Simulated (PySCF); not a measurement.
A species of formula C2H4OS has this rotational fingerprint, computed with PBE0-D3(BJ)/def2-SVP geometry optimisation, gas phase (PySCF):

- Rotational constants: A = 47756, B = 2773, C = 2667 MHz
- Dipole components: |μa| = 3.89 D, |μb| = 1.53 D, |μc| = 0.01 D
- Inertial defect: -3.32 u·Å²
- κ: -1.00

Question: Which candidate fits, each taken in the one conformer that was computed?
A. `[OH:1][CH2:2][CH:3]=[S:4]` with H–O1–C2–C3 67°, O1–C2–C3–S4 -149°
B. `[CH3:1][C:2]([OH:3])=[S:4]` with C1–C2–O3–H 180° (thioacetic acid)
C. `[CH3:1][O:2][CH:3]=[S:4]` with C1–O2–C3–S4 -176°

Answer: C. It is COC=S, a near-prolate asymmetric top. The candidates at the same level (rigid rotor, commonest isotopes):

```csv
SMILES,A (MHz),B (MHz),C (MHz),μa (D),μb (D),μc (D),Δ (u·Å²),point group,rotor
COC=S,47756,2773,2667,3.89,1.53,0.01,-3.32,–,near-prolate asymmetric top
OCC=S,32837,2616,2544,0.98,0.19,0.64,-9.90,C1,near-prolate asymmetric top
CC(O)=S,10169,5056,3450,1.87,0.38,0.00,-3.16,Cs,asymmetric top
```

`CC(O)=S` has B 82 % too high; `OCC=S` has A 31 % too low. No structure here is proved a minimum.
